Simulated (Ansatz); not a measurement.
# Lattice parameter a of some cubic bcc solids

Method: PBE (Ansatz, an electronic-structure program, PAW). References are measured values corrected to a static lattice. The table is a random draw of 6 from 13 solids with such references.

Values in Å.

```csv
solid,reference,PBE,error (%)
antiferromagnetic bcc Cr,2.877,2.866,-0.38
bcc Li,3.449¶,3.435,-0.41
bcc Cs,6.039¶,6.162,+2.04
bcc Mo,3.141,3.161,+0.64
bcc Rb,5.576¶,5.670,+1.69
bcc W,3.16,3.184,+0.76
```

Over these 6 solids the mean error is +0.72 %, the mean absolute error 0.98 % (median 0.70 %), and the worst case bcc Cs at +2.04 %; the value is too high in 4 of 6 cases. Over all 13, from unrounded values, the mean error is +0.41 % and the mean absolute error 0.84 % (median 0.63 %).

All these references are brought to a static lattice.

Spin–orbit coupling is left out, also for the solids with elements from indium on (bcc Cs, bcc W); its size isn't shown.

¶ marks references of a special kind: bcc Li, 3.449 Å (measured, low-temperature or extrapolated to 0 K; zero-point anharmonic expansion removed, our sources range from 3.443 to 3.453; as tabulated in Csonka et al. (2009), arXiv:0903.4037); bcc Cs, 6.039 Å (measured, low-temperature or extrapolated to 0 K; zero-point anharmonic expansion removed; as tabulated in Csonka et al. (2009), arXiv:0903.4037); bcc Rb, 5.576 Å (measured, low-temperature or extrapolated to 0 K; zero-point anharmonic expansion removed; as tabulated in Csonka et al. (2009), arXiv:0903.4037).

Differences are worked out from the printed values.

Caveats: the commensurate order stands in for chromium's spin-density wave, and the size of the moments varies much between levels (antiferromagnetic bcc Cr). Ansatz's density-functional and Hartree–Fock values are scalar-relativistic unless marked +SOC, with PAW data made under PBE.

Ansatz's runs of these crystals have no spin polarisation, but for antiferromagnetic bcc Cr.

Density-functional runs with spin start from opposed moments for antiferromagnetic bcc Cr.

Not in this set, of the bcc solids with a reference value in our tables and a result at some level: 3 for a high-temperature or high-pressure phase. These can be a level's best or worst cases. Solids without a released value at any level aren't counted. Layered and molecular crystals are counted apart. The metals Ce to Yb are counted apart.

References as tabulated in Csonka et al. (2009), arXiv:0903.4037; Mejia-Rodriguez and Trickey (2018), arXiv:1807.09216; Levämäki et al. (2014), arXiv:1402.3671.
